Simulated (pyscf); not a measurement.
# Hydrogen abstraction: H₃C–N(CH₃)–SiH₃ + H• → H₃C–N(CH₃)–SiH₂• + H₂

Gas phase, doublet surface, charge 0. Bonds broken: Si4–H11. Bonds formed: H11–H14. Structures and frequencies: ωB97X-D3(BJ)/def2-SVP in PySCF.

Transition state (Å):

```xyz
14

C      0.9678    -0.2886    -0.2449
N     -0.3368     0.0591     0.2820
C     -1.3796    -0.8965    -0.0343
Si    -0.7146     1.6805     0.7539
H      1.2841    -1.2819     0.1238
H      1.7235     0.4433     0.0805
H      0.9843    -0.3236    -1.3529
H     -1.5619    -0.9829    -1.1244
H     -2.3279    -0.6060     0.4442
H     -1.1116    -1.9024     0.3388
H     -1.0739     2.6557    -0.4344
H     -1.9074     1.6517     1.6502
H      0.4751     2.2691     1.4362
H     -1.3659     3.4478    -1.3924
```

One imaginary mode, 749i cm⁻¹; descent along it reached the two sides named.

```
bond     change  reactant side (Å)  saddle  product side
-------  ------  -----------------  ------  ------------
Si4–H11  breaks              1.501   1.579           3.3
H11–H14   forms                3.4   1.277         0.762
```

Electronic energies relative to the separated reactants (kcal/mol):

```
level                   barrier  reaction energy  reverse barrier
----------------------  -------  ---------------  ---------------
ωB97X-D3(BJ)/def2-TZVP      3.5            -14.1             17.6
PBE/def2-TZVP              -1.4            -18.4             17.0
r²SCAN/def2-TZVP           -2.3            -18.9             16.6
B3LYP-D3(BJ)/def2-TZVP     -1.2            -18.8             17.6
PBE0-D3(BJ)/def2-TZVP       0.6            -15.7             16.3
M06-2X/def2-TZVP            4.2            -16.2             20.3
ωB97M-D3(BJ)/def2-TZVP      3.6            -14.3             17.9
HF/def2-TZVP               11.4             -7.5             19.0
```

With ωB97M-D3(BJ)/def2-TZVP energies and thermal terms (ideal gas, 1 atm, RRHO with modes under 100 cm⁻¹ raised to 100, one conformer, R ln 2 for rigid chiral ones), in kcal/mol:

```csv
T (K),ΔH‡,ΔG‡,ΔH,ΔG
298,2.2,8.5,-13.5,-14.6
600,2.0,15.0,-13.5,-15.8
900,1.9,21.6,-13.9,-16.9
1200,1.7,28.1,-14.5,-17.8
```

At PBE, r²SCAN, B3LYP-D3(BJ) this geometry lies under the reactants; that is no barrier but a single point on another level's saddle; such a level's own saddle, if it has one, lies nearer that side and is low. One saddle was located; it need not be the lowest between these sides. The angle at the transferred H is 180°.
